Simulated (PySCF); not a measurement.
# CAM-B3LYP/def2-TZVPPD run of BF (SMILES [B]F)

Aim: the energy change on altering one bond length of BF at CAM-B3LYP/def2-TZVPPD, from 2 runs. Input form: a Python script.

The calculation is run with PySCF 2.14.0.

4 further runs of the same task are left out: 4 set aside as unsound or not needed.

### 1 Starting point

BF: 2 atoms, total charge 0, spin state singlet. As SMILES, `[B]F`. The shape is that of a PBE0-D4/def2-TZVP optimisation.

Bond lengths: B1–F2 1.263 Å.

### 2 A single-point energy at CAM-B3LYP/def2-TZVPPD

Input file run.py:

```python
from pyscf import gto, dft

molecule = gto.Mole()
molecule.atom = [
    ('B', (0.000000, -0.000000, -0.009350)),
    ('F', (-0.000000, 0.000000, 1.253740)),
]
molecule.spin = 0
molecule.verbose = 3
molecule.basis = 'def2-tzvppd'
molecule.max_memory = 1860
molecule.charge = 0
molecule.build()

mf = dft.RKS(molecule)
mf.xc = 'cam-b3lyp'
mf.grids.level = 5
mf.conv_tol = 1e-10
mf.kernel()
if not mf.converged:
    mf = mf.newton().run(mf.mo_coeff, mf.mo_occ)

e_tot = mf.e_tot
print('Final energy', e_tot)
```

Command:

```console
$ OMP_NUM_THREADS=1 python run.py
```

The program printed:

```text
converged SCF energy = -124.678382807086
Final energy -124.67838280708642
```

Run time: 4.8 s. Hardware: 1 thread of Arm Neoverse V2, shared host; peak memory 0.35 GiB.

### 3 The distorted shape, same level

Input file job.py:

```python
from pyscf import gto, dft

system = gto.Mole()
system.atom = [
    ('B', (0.000000, -0.000000, -0.198860)),
    ('F', (-0.000000, 0.000000, 1.253740)),
]
system.max_memory = 1860
system.charge = 0
system.verbose = 3
system.basis = 'def2-tzvppd'
system.build()

mf = dft.RKS(system, xc='cam-b3lyp')
mf.grids.level = 5
mf.conv_tol = 1e-10
mf.kernel()
if not mf.converged:
    mf = mf.newton().run(mf.mo_coeff, mf.mo_occ)

e_final = mf.e_tot
print('E(%s) = %.9f' % ('CAM-B3LYP', e_final))
```

Command:

```console
$ OMP_NUM_THREADS=1 python job.py
```

The program printed:

```text
converged SCF energy = -124.655146376051
E(CAM-B3LYP) = -124.655146376
```

It took 5.4 s on 1 thread of Arm Neoverse V2, shared host; peak memory 0.35 GiB.

### 4 Outcome

At CAM-B3LYP/def2-TZVPPD:

```
                                                         quantity          value
                                        first shape: total energy  -124.67838 Eh
                                       first shape: dipole moment         0.97 D
                                         first shape: HOMO energy       -9.49 eV
                                         first shape: LUMO energy        0.03 eV
                                       first shape: HOMO–LUMO gap        9.52 eV
                                    distorted shape: total energy  -124.65515 Eh
                                   distorted shape: dipole moment         0.10 D
                                     distorted shape: HOMO energy      -10.11 eV
                                     distorted shape: LUMO energy       -0.75 eV
                                   distorted shape: HOMO–LUMO gap        9.36 eV
energy change with the B1–F2 bond stretched from 1.263 to 1.453 Å       0.632 eV
```

What this shows: With the B1–F2 bond stretched from 1.263 to 1.453 Å the energy rises by 0.63 eV (61.0 kJ/mol). The first shape isn't relaxed at this level, so the change isn't measured from a minimum.
